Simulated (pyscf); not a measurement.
`[PH2][PH2]` + `[SiH2]` [singlet] → `[PH]=[PH]` + `[SiH4]`, a concerted two-bond exchange (singlet surface; H–P, H–P broken, H–Si, H–Si formed). PySCF, gas phase, ωB97X-D3(BJ)/def2-SVP geometries. MP2 and CC: frozen core, UHF for open shells. ΔMP2 is the change of the MP2 total energy from the triple- to the quadruple-zeta basis. Energies in kcal/mol from the separated reactants.

Small-basis levels: PySCF, no dispersion term, spherical d functions. AM1 to PM7: differences of heats of formation from MOPAC, which are fitted to 298 K values and so differ in kind from electronic energies by zero-point and thermal terms. Cost: rough CPU time at the saddle relative to B3LYP/6-31G*, from one job on a shared machine.

```
level                             barrier  reaction energy        cost
--------------------------------  -------  ---------------  ----------
HF/3-21G                             32.1            -19.1        0.06
HF/6-31G*                               ?            -28.2        0.08
MP2/6-31G*                            9.1            -40.5         0.1
PBE/6-31G*                              ?            -34.7           1
B3LYP/STO-3G                          5.7            -37.0         0.5
AM1                                   5.3            -43.2  under 0.02
PM6                                 -28.6            -33.3  under 0.02
CCSD(T)/def2-TZVPP + ΔMP2(QZVPP)        ?            -35.1           –
```

Task: Some entries are withheld; supply them.

Result: 
- HF/6-31G*, barrier: 36.3
- PBE/6-31G*, barrier: -5.5
- CCSD(T)/def2-TZVPP + ΔMP2(QZVPP), barrier: 5.0

Against the last row the barrier runs from -33.6 (PM6) to +31.3 kcal/mol (HF/6-31G*); AM1 happens to lie closest here (0.3 kcal/mol apart). At PBE/6-31G*, PM6 this geometry lies under one side, so the entry may be no barrier of that level: it is a single point on another level's saddle. CCSD(T)/def2-TZVPP + ΔMP2(QZVPP) has limits of its own. On the reactant side the descent ends in an adduct with a H–Si contact, 11.5 kcal/mol under the separated species and 16.9 kcal/mol under the saddle at ωB97X-D3(BJ)/def2-TZVP. What is counted as formed (H–Si) is already present as a longer contact in the reactant adduct; forming that adduct is a step of its own. The same reactants have a lower exit, to H₃Si–PH–PH₂ (barrier -6.3 kcal/mol at ωB97M-D3(BJ)/def2-TZVP, against +8.2 kcal/mol here). This is the saddle that the search found; another between the same sides may lie lower. The CCSD(T) − MP2 part came from Ansatz, without density fitting, on the same reference.
